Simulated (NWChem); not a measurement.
All runs are NWChem calculations. System: Al, charge 0, spin multiplicity 2. Its SCF solution wasn't tested for a lower state. Level: UTPSS/def2-TZVPD.

The NWChem input:

```
start mol
memory heap 200 mb stack 900 mb global 1100 mb
geometry units angstroms nocenter noautoz
  Al     0.000000     0.000000     0.000000
  symmetry group D2h
end
basis spherical
  * library def2-tzvpd
end
dft
  xc xtpss03 ctpss03
  odft
  mult 2
  semidirect memsize 60000000 filesize 0
  iterations 100
  grid fine
end
task dft energy
```

NWChem printed:

```
             Northwest Computational Chemistry Package (NWChem) 7.3.0
             --------------------------------------------------------

                                NWChem Input Module
                                -------------------

 Scaling coordinates for geometry "geometry" by  1.889725989
 (inverse scale =  0.529177249)

                             Geometry "geometry" -> ""
                             -------------------------

 Output coordinates in angstroms (scale by  1.889725989 to convert to a.u.)

  No.       Tag          Charge          X              Y              Z
 ---- ---------------- ---------- -------------- -------------- --------------
    1 Al                  13.0000     0.00000000     0.00000000     0.00000000

 Effective nuclear repulsion energy (a.u.)       0.0000000000

            Nuclear Dipole moment (a.u.)
            ----------------------------
        X                 Y               Z
 ---------------- ---------------- ----------------
     0.0000000000     0.0000000000     0.0000000000

      Symmetry information
      --------------------

 Group name             D2h
 Group number             26
 Group order               8
 No. of unique centers     1

      Symmetry unique atoms

     1


 Summary of "ao basis" -> "" (spherical)
 ------------------------------------------------------------------------------
       Tag                 Description            Shells   Functions and Types
 ---------------- ------------------------------  ------  ---------------------
 *                         def2-tzvpd                 on all atoms

                                 NWChem DFT Module
                                 -----------------

 Summary of "ao basis" -> "ao basis" (spherical)
 ------------------------------------------------------------------------------
       Tag                 Description            Shells   Functions and Types
 ---------------- ------------------------------  ------  ---------------------
 Al                        def2-tzvpd               15       43   6s5p3d1f

 Summary of "ao basis" -> "ao basis" (spherical)
[...]
 Vector    4  Occ=1.000000D+00  E=-2.572530D+00  Symmetry=b2u
              MO Center=  3.4D-35,  2.6D-26,  5.6D-35, r^2= 1.3D-01
   Bfn.  Coefficient  Atom+Function         Bfn.  Coefficient  Atom+Function
  ----- ------------  ---------------      ----- ------------  ---------------
     8      0.551479  1 Al py                11      0.398212  1 Al py
    14      0.206327  1 Al py

 Vector    5  Occ=1.000000D+00  E=-2.561964D+00  Symmetry=b3u
              MO Center= -3.2D-26,  8.1D-33,  5.6D-33, r^2= 1.3D-01
   Bfn.  Coefficient  Atom+Function         Bfn.  Coefficient  Atom+Function
  ----- ------------  ---------------      ----- ------------  ---------------
     7      0.552126  1 Al px                10      0.398924  1 Al px
    13      0.205045  1 Al px

 Vector    6  Occ=1.000000D+00  E=-2.654932D-01  Symmetry=ag
              MO Center=  1.7D-17, -1.4D-17, -1.4D-17, r^2= 2.2D+00
   Bfn.  Coefficient  Atom+Function         Bfn.  Coefficient  Atom+Function
  ----- ------------  ---------------      ----- ------------  ---------------
     4      0.702694  1 Al s                  5      0.438075  1 Al s
     3     -0.361305  1 Al s                  2      0.100607  1 Al s
     1      0.064693  1 Al s                 26     -0.027145  1 Al d  2

 Vector    7  Occ=0.000000D+00  E=-8.870353D-02  Symmetry=b1u
              MO Center=  2.7D-32,  9.9D-34,  1.2D-17, r^2= 3.7D+00
   Bfn.  Coefficient  Atom+Function         Bfn.  Coefficient  Atom+Function
  ----- ------------  ---------------      ----- ------------  ---------------
    21      0.613551  1 Al pz                18      0.491876  1 Al pz
     9     -0.114879  1 Al pz                12     -0.094001  1 Al pz

 Vector    8  Occ=0.000000D+00  E=-8.870353D-02  Symmetry=b2u
              MO Center=  4.3D-32,  1.5D-17,  3.2D-33, r^2= 3.7D+00
   Bfn.  Coefficient  Atom+Function         Bfn.  Coefficient  Atom+Function
  ----- ------------  ---------------      ----- ------------  ---------------
    20      0.613551  1 Al py                17      0.491876  1 Al py
     8     -0.114879  1 Al py                11     -0.094001  1 Al py

 Vector    9  Occ=0.000000D+00  E=-6.354224D-02  Symmetry=b3u
              MO Center= -2.0D-15, -2.8D-15,  1.5D-14, r^2= 4.2D+00
   Bfn.  Coefficient  Atom+Function         Bfn.  Coefficient  Atom+Function
  ----- ------------  ---------------      ----- ------------  ---------------
    19      0.704679  1 Al px                16      0.387319  1 Al px
     7     -0.104065  1 Al px                10     -0.089232  1 Al px

   alpha - beta orbital overlaps
   -----------------------------

   alpha      1      2      3      4      5      6      7      8      9     10
    beta      1      2      3      4      5      6      9      8      7     10
 overlap   1.000  1.000  1.000  1.000  1.000  0.996  0.995  1.000  1.000  0.999

   alpha     11     12     13     14     15     16     17     18     19     20
    beta     15     14     13     12     11     18     16     17     22     21
 overlap   0.999  0.999  0.997  1.000  1.000  0.995  1.000  1.000  0.999  0.999

   alpha     21     22     23     24     25     26     27     28     29     30
    beta     23     19     20     24     27     28     25     26     31     29
 overlap   0.995  1.000  1.000  0.999  1.000  1.000  1.000  1.000  0.999  0.999

   alpha     31     32     33     34     35     36     37     38     39     40
    beta     30     33     32     34     35     36     37     38     39     40
 overlap   0.999  1.000  1.000  1.000  1.000  0.999  1.000  1.000  1.000  1.000

   alpha     41     42     43
    beta     41     42     43
 overlap   1.000  1.000  1.000

     --------------------------
     Expectation value of S2:
     --------------------------
      <S2> =      0.7574 (Exact =     0.7500)

 Task  times  cpu:        0.9s     wall:        0.9s

 Total times  cpu:        0.9s     wall:        0.9s
```
